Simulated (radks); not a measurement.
# Ionisation of S³⁺: one atom, several choices of functional

One table from this session's results is given with a row withheld; the runs are named, their logs left out.

The numbers are computed with radks (a radial shooting solver on a logarithmic mesh, Libxc functionals) version 1 (scalar-relativistic Kohn-Sham, spin-polarised, spherical densities, finite nucleus; open shells are filled with parallel spins first), except any that are marked as measured or tabulated.

### The atom as given

```
element       : sulfur (Z = 16)
charge        : +3
electrons     : 13
configuration : [Ne] 3s2 3p1
ion           : S⁴⁺, [Ne] 3s2
choices       : BP86; PBEsol; exchange-only B88; TASK exchange with Perdew-Wang LDA correlation; B86b exchange with PBE correlation; Wu-Cohen GGA; MS2 meta-GGA; r2SCAN
```

The outer shells:

S³⁺
```
[Ne] core
3s [↑↓]
3p [↑ ][  ][  ]
```

S⁴⁺
```
[Ne] core
3s [↑↓]
```

Set-up of the first run:

Settings of this run:

```text
Z 16
configuration [Ne] 3s2 3p1
relativity scalar-relativistic
functional b88,p86
spin polarised
nucleus finite rms 3.2611 fm
c 137.035999084
```

Steps of the session up to this table: BP86: S³⁺; BP86: S⁴⁺; PBEsol: S³⁺; PBEsol: S⁴⁺; exchange-only B88: S³⁺; exchange-only B88: S⁴⁺; TASK exchange with Perdew-Wang LDA correlation: S³⁺; TASK exchange with Perdew-Wang LDA correlation: S⁴⁺; B86b exchange with PBE correlation: S³⁺; B86b exchange with PBE correlation: S⁴⁺; Wu-Cohen GGA: S³⁺; Wu-Cohen GGA: S⁴⁺; MS2 meta-GGA: S³⁺; MS2 meta-GGA: S⁴⁺; r2SCAN: S³⁺; r2SCAN: S⁴⁺.

One of the session's tables, all rows but one given; the rest of the session is left out.

```
                                    functional  Δ-SCF (eV)  −ε(HOMO) (eV)  <r> HOMO (bohr)
                                          BP86      47.317         41.068            1.654
                                        PBEsol      47.165         40.944            1.657
                             exchange-only B88      46.350         40.153            1.663
TASK exchange with Perdew-Wang LDA correlation           ?              ?                ?
            B86b exchange with PBE correlation      47.251         41.030            1.657
                                  Wu-Cohen GGA      47.240         41.003            1.654
                                  MS2 meta-GGA      47.038         40.994            1.661
                                        r2SCAN      47.047         41.044            1.660
```

Q: Estimate the row for TASK exchange with Perdew-Wang LDA correlation from the others.

As computed: Δ-SCF (eV): 47.005; −ε(HOMO) (eV): 41.228; <r> HOMO (bohr): 1.657. In the column «Δ-SCF (eV)» it lies between exchange-only B88 (46.350) and MS2 meta-GGA (47.038).

Open shells are spherical and high-spin; term and fine-structure splittings are not resolved.
